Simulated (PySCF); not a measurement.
# CH3B (CH2BH): the cost of one run

Computed with PySCF 2.14.0, with density-fitted response routines of our own, on a single molecule in the gas phase. Atoms count from 0, in the outputs and in this text.

## 1. The molecule as given

5 atoms, charge 0, multiplicity 1; geometry from: GFN2-xTB.

Bonds of the start (Å): B0–C1 1.38, B0–H2 1.15, C1–H3 1.08, C1–H4 1.08.

## 2. Optimising the geometry at PBE0-D3(BJ)/def2-SVP

Job settings and geometry (Å):

```
{"job": {"xc": "PBE0", "basis": "def2-SVP", "d3": "d3bj", "grid": 1, "kind": "geom"}, "charge": 0, "multiplicity": 1}
B      0.823640     0.001130     0.211960
C     -0.518100    -0.002100    -0.103680
H      1.941170     0.011000     0.472640
H     -1.231910     0.724090     0.256600
H     -0.997560    -0.728420    -0.743030
```

On the command line:

```bash
OMP_NUM_THREADS=1 python probes_run.py task.json out
```

One launch serves the whole session: the jobs run in the order shown.

Q: Estimate the wall time and peak memory of this first job on 1 thread of Arm Neoverse V1, shared host.

About 2.1 s, with a peak of 0.23 GiB.
